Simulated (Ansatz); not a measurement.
Worked example: vertical ionisation energy of BCl (SMILES [B]Cl)

BCl: 2 atoms, total charge 0, spin state singlet. As SMILES, `[B]Cl`. Geometry: relaxed at PBE0-D4/def2-TZVP.

```
atom   x (Å)   y (Å)    z (Å)
   B  0.0000  0.0000  -0.0697
  Cl  0.0000  0.0000   1.6482
```

Both states at this one shape; open shells run unrestricted unless said. 1 Eh = 27.2114 eV.

```
                                 level  program  singlet BCl (Eh)  doublet BCl+ (Eh)
                          B3LYP/STO-3G   Ansatz       -479.612413        -479.302378
RPA@PBE/STO-3G, 6 core orbitals frozen   Ansatz       -478.955129        -478.673642
```

Problem. Work out the vertical ionisation energy at each level.

Solution. 
1. B3LYP/STO-3G: -479.302378 − (-479.612413) = 0.310035 Eh = 8.44 eV.
2. RPA@PBE/STO-3G: -478.673642 − (-478.955129) = 0.281487 Eh = 7.66 eV.

No measured value is set beside it here; the levels span 7.66 to 8.44 eV. Minimal sets are far from the basis-set limit.
